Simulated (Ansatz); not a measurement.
Basis-set extrapolation for C$_{5}$H$_{6}$ (`C=CC1=CC1`) (PBE0-D4/def2-TZVP geometry, frozen core, Ansatz 0.2.0). Multiplicity 1, RHF reference.

```csv
,def2-TZVPP,def2-QZVPP
HF,-192.788598,-192.796958
MP2 correlation,-0.799820,-0.850288
CCSD(T) correlation,-0.873507,not run
```

Energies in hartree. Use E(X) = E(∞) + A·exp(−7.88·√X) for Hartree–Fock and E(X) = E(∞) + B·X^(−2.97) for correlation, with X = 3 and 4, and add CCSD(T) minus MP2 of the smaller set to the MP2 limit.

Question: What is the CCSD(T) energy at the basis-set limit?

Answer: HF limit: -192.796958 + (-0.008360) × 0.13774 = -192.79811. MP2 limit: -0.850288 + (-0.050468) × 0.74074 = -0.88767. Higher-order term: -0.873507 − (-0.799820) = -0.07369. Total: -193.75947 hartree, 255.6 kJ/mol below CCSD(T)/def2-TZVPP.
